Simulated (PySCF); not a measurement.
**Spin–spin coupling constants**

Geometry:
```csv
atom,x (Å),y (Å),z (Å)
C1,2.115,0.330,-0.049
C2,0.918,-0.556,0.200
O3,1.023,-1.596,0.806
C4,-0.427,-0.082,-0.345
C5,-1.463,-1.191,-0.279
C6,-0.892,1.173,0.400
H7,2.242,0.515,-1.127
H8,1.982,1.312,0.431
H9,3.014,-0.152,0.355
H10,-0.256,0.200,-1.401
H11,-1.661,-1.475,0.765
H12,-2.410,-0.866,-0.737
H13,-1.116,-2.096,-0.798
H14,-1.864,1.510,0.008
H15,-0.187,2.011,0.297
H16,-1.020,0.963,1.474
```

Method: B3LYP/pcJ-1 (without the spin–dipole term)//PBE0-D3(BJ)/def2-SVP, PySCF 2.14.0 with density-fitted response routines; isolated molecule, single conformer, non-relativistic. Couplings are averaged over pairs made equivalent by symmetry, fast rotation or ring inversion, so a value needn't be that of the named pair in this geometry, while other rotamers aren't included; one pair stands for each set, and the list holds those of at least 1.5 Hz over up to four bonds, among pairs with at least one C or H atom (others weren't computed).

Isotopes: $^{13}$C, $^{1}$H, $^{17}$O. Couplings to quadrupolar nuclei such as 17O and 33S are rarely resolved in practice.

```tsv
pair	bonds	J (Hz)
C1, C2	1	42.5
C1, H7	1	?
C2, O3	1	34.6
C2, C4	1	40.3
C4, C5	1	36.5
C4, H10	1	128.9
C5, H11	1	134.2
C1, O3	2	-2.1
C1, C4	2	?
C2, H7	2	-5.1
C2, H10	2	-4.4
C4, H11	2	?
C5, H10	2	?
H7, H8	2	-15.6
H11, H12	2	?
C2, H11	3	?
O3, H7	3	-2.0
C5, H14	3	5.7
H10, H11	3	7.8
```

**Question.** Estimate the withheld couplings, with signs.

**Answer.** 
- $^{1}J$(C1,H7) = 134.0 Hz (mean over equivalent pairs that range from 129.6 to 142.0 Hz in this conformer)
- $^{2}J$(C1,C4) = 15.4 Hz (angle at C2 117°)
- $^{2}J$(C4,H11) = -3.3 Hz (mean over equivalent pairs that range from -4.9 to -2.1 Hz in this conformer)
- $^{2}J$(C5,H10) = -4.3 Hz (mean over equivalent pairs that range from -6.0 to -2.5 Hz in this conformer)
- $^{2}J$(H11,H12) = -13.9 Hz (mean over equivalent pairs that range from -15.3 to -13.1 Hz in this conformer)
- $^{3}J$(C2,H11) = 4.8 Hz (mean over equivalent pairs that range from 1.7 to 10.8 Hz in this conformer)
